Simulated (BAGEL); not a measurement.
# [HO2]− (SMILES [O-]O) at HF/3-21G (density fitting with cc-pvqz-jkfit)

What is the vertical ionisation energy of [HO2]− at HF/3-21G (density fitting with cc-pvqz-jkfit)? 

Program for the calculation: BAGEL 1.2.2.

### 1 The system as given

The species is [HO2]− (3 atoms), meant as a singlet with charge -1. As SMILES, `[O-]O`. The coordinates come from a PBE0-D4/def2-TZVPD relaxation.

Bond lengths: O1–O2 1.479 Å, O2–H3 0.961 Å. Angles: O1–O2–H3 100.1°.

### 2 A single-point energy at HF/3-21G (density fitting with cc-pvqz-jkfit)

calc.json reads:

```json
{ "bagel": [

{
  "title": "molecule",
  "basis": "3-21g",
  "df_basis": "cc-pvqz-jkfit",
  "angstrom": true,
  "geometry": [
    { "atom": "O", "xyz": [      -0.357760,       1.025590,      -0.080830 ] },
    { "atom": "O", "xyz": [      -0.242260,      -0.445880,      -0.180750 ] },
    { "atom": "H", "xyz": [       0.600030,      -0.579720,       0.261570 ] }
  ]
},

{ "title": "hf", "charge": -1 },

{ "title": "print", "file": "orbitals.molden", "orbitals": true }

]}
```

Command:

```sh
$ BAGEL_NUM_THREADS=1 BAGEL calc.json > calc.out
```

Standard output:

```text
* using 1 threads per process

  ===============================================================
  ===============================================================

  *** Geometry ***

  { "atom" : "O", "xyz" : [     -0.676068,      1.938084,     -0.152747 ] },
  { "atom" : "O", "xyz" : [     -0.457805,     -0.842591,     -0.341568 ] },
  { "atom" : "H", "xyz" : [      1.133892,     -1.095512,      0.494296 ] },

  Number of auxiliary basis functions:      263

  Since a DF basis is specified, we compute 2- and 3-index integrals:
    o Being stored without compression. Storage requirement is 0.001 GB

  Number of basis functions:       20
  Number of electrons      :       17

    * METHOD: MOLECULE                             0.03

  *** RHF ***

  === Nuclear Repulsion ===
    29.5270672001

      * DIIS with orbital gradients will be used.

  === RHF iteration (3-21g) ===
      0       -149.18015681          0.05222879           0.00
      1       -149.27666288          0.01772344           0.00
      2       -149.29049030          0.00446027           0.00
      3       -149.29175740          0.00190213           0.00
      4       -149.29194646          0.00044876           0.00
      5       -149.29195838          0.00005675           0.00
      6       -149.29195882          0.00002827           0.00
      7       -149.29195898          0.00001135           0.00
      8       -149.29195900          0.00000214           0.00
      9       -149.29195900          0.00000073           0.00
     10       -149.29195900          0.00000034           0.00
     11       -149.29195900          0.00000012           0.00
     12       -149.29195900          0.00000002           0.00
     13       -149.29195900          0.00000001           0.00
    * SCF iteration converged.

    * Permanent dipole moment:
           (   -0.642733,     0.583609,    -0.284320) a.u.

    * METHOD: HF                                   0.04

    * METHOD: PRINT                                0.00

  ===============================================================
```

Run time: 0.18 s. Hardware: 1 thread of Arm Neoverse V2, shared host.

### 3 Doublet neutral HO2

calc.json reads:

```json
{ "bagel": [

{
  "title": "molecule",
  "basis": "3-21g",
  "df_basis": "cc-pvqz-jkfit",
  "angstrom": true,
  "geometry": [
    { "atom": "O", "xyz": [   -0.357760,    1.025590,   -0.080830 ] },
    { "atom": "O", "xyz": [   -0.242260,   -0.445880,   -0.180750 ] },
    { "atom": "H", "xyz": [    0.600030,   -0.579720,    0.261570 ] }
  ]
},
{
  "title": "uhf",
  "nopen": 1
},
{
  "title": "print",
  "file": "orbitals.molden",
  "orbitals": true
}

]}
```

Command:

```sh
$ BAGEL_NUM_THREADS=1 BAGEL calc.json > calc.out
```

Standard output:

```text
* using 1 threads per process

  ===============================================================
  ===============================================================

  *** Geometry ***

  { "atom" : "O", "xyz" : [     -0.676068,      1.938084,     -0.152747 ] },
  { "atom" : "O", "xyz" : [     -0.457805,     -0.842591,     -0.341568 ] },
  { "atom" : "H", "xyz" : [      1.133892,     -1.095512,      0.494296 ] },

  Number of auxiliary basis functions:      263

  Since a DF basis is specified, we compute 2- and 3-index integrals:
    o Being stored without compression. Storage requirement is 0.001 GB

  Number of basis functions:       20
  Number of electrons      :       17

    * METHOD: MOLECULE                             0.03

  *** Open-shell HF ***

  === Nuclear Repulsion ===
    29.5270672001

      * DIIS with orbital gradients will be used.

  === UHF iteration (3-21g) ===
      0       -149.28500574          0.04996281           0.00
      1       -149.32411180          0.03314573           0.00
      2       -149.33438299          0.02264016           0.00
      3       -149.34151459          0.01064508           0.00
      4       -149.34654456          0.00675660           0.00
      5       -149.35024711          0.00214597           0.00
      6       -149.35072415          0.00115431           0.00
      7       -149.35105420          0.00020329           0.00
      8       -149.35125552          0.00014804           0.00
      9       -149.35158938          0.00012851           0.00
     10       -149.35169860          0.00012109           0.00
     11       -149.35180086          0.00012479           0.00
     12       -149.35174060          0.00012595           0.00
     13       -149.35276366          0.00030816           0.00
     14       -149.35245617          0.00019423           0.00
     15       -149.35256175          0.00014515           0.00
     16       -149.35276857          0.00007455           0.00
     17       -149.35279721          0.00002605           0.00
     18       -149.35279758          0.00000681           0.00
     19       -149.35279745          0.00000366           0.00
     20       -149.35279760          0.00000342           0.00
     21       -149.35279766          0.00000148           0.00
     22       -149.35279765          0.00000075           0.00
     23       -149.35279766          0.00000033           0.00
     24       -149.35279766          0.00000016           0.00
     25       -149.35279766          0.00000010           0.00
     26       -149.35279766          0.00000006           0.00
     27       -149.35279766          0.00000002           0.00
     28       -149.35279766          0.00000001           0.00
     29       -149.35279766          0.00000001           0.00
    * SCF iteration converged.

    * S^2 (UHF) is 0.8634

    * Permanent dipole moment:
           (   -0.738878,     0.190112,    -0.379981) a.u.

    * METHOD: UHF                                  0.10

    * METHOD: PRINT                                0.00

  ===============================================================
```

It took 0.26 s on 1 thread of Arm Neoverse V2, shared host.

### 4 What came out

At HF/3-21G (density fitting with cc-pvqz-jkfit):

```
                                                             quantity          value
                                         singlet [HO2]−: total energy  -149.29196 Eh
                                          singlet [HO2]−: HOMO energy       -0.58 eV
                                          singlet [HO2]−: LUMO energy       15.15 eV
singlet [HO2]−: HOMO–LUMO gap (to an unbound level, set by the basis)       15.72 eV
                                    doublet neutral HO2: total energy  -149.35280 Eh
                                   doublet neutral HO2: dipole moment         2.17 D
                                            doublet neutral HO2: ⟨S²⟩          0.863
                  vertical detachment energy (to the doublet neutral)      -1.656 eV
```

The species is unbound against losing an electron at this level, by 1.66 eV (−160 kJ/mol); missing correlation or diffuse functions can give that sign where the real anion is bound. ⟨S²⟩ (doublet neutral HO2) is 0.86 where a pure doublet has 0.75: the reference is spin-contaminated.
